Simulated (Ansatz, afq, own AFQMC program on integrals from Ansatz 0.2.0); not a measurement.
AlSiH, triplet in 6-31G, levels against full CI

```xyz
3

Si    0.0000    0.0000    1.7570
Al    0.0000    0.0000   -0.0790
H     0.0000    0.0000   -1.6779
```

Connectivity, by distances: Si–AlH.

Basis 6-31G. Only valence electrons are correlated. Ansatz 0.2.0 and our own AFQMC program on the same integrals; the CISD trial comes from CCSD amplitudes, and released means the phaseless constraint is let go. Error bars are statistical, one sigma.

Determinant: ROHF, the one that the program's search chose, which needn't be the lowest solution. The geometry is a point of a scan.

Full CI on the same integrals is exact in this basis and with this determinant's frozen core.

Cautions: lower spins were not checked; a spin-contaminated unrestricted determinant lies lower (UHF 133 meV lower, ⟨S²⟩ 2.15); the search met a lower determinant of the same kind, perhaps of another symmetry (124 meV lower); the released energies have errors that jump between times, so the bars are unsure, so no released level is given (meV from the phaseless value at times in 1/Eh: -1.8 ± 1.7 at 0.24, -3.3 ± 1.5 at 0.51, -22 ± 17 at 0.99, -5.2 ± 1.0 at 1.62, -5.1 ± 1.4 at 2.40).

```
T1 diagnostic                               : 0.0332
weight of the determinant in the CISD state : 0.896
size of the correlated space                : 8 electrons in 18 orbitals
```

Reference: full CI, correlation energy -2.344 eV.

```csv
level,E − E(reference) (kJ/mol),share of correlation (%)
HF,226.2,0.00
MP2,66.5,70.60
CCSD,7.7,96.60
CCSD(T),2.4,98.93
CCSDT,0.5,99.78
CCSDT(Q),0.1,99.95
CCSDTQ,0.0,99.98
ph-AFQMC/CISD,0.8 ± 0.2,99.63
```

CCSDT and higher add their correlation energy to the determinant of the CCSD(T) run, since their own runs factorise the integrals more tightly (a shift of under 2 meV). A walk keeps the symmetry of its determinant, which the program's search chose and which needn't be the lowest solution, so a lower state of the same spin and another symmetry isn't excluded.
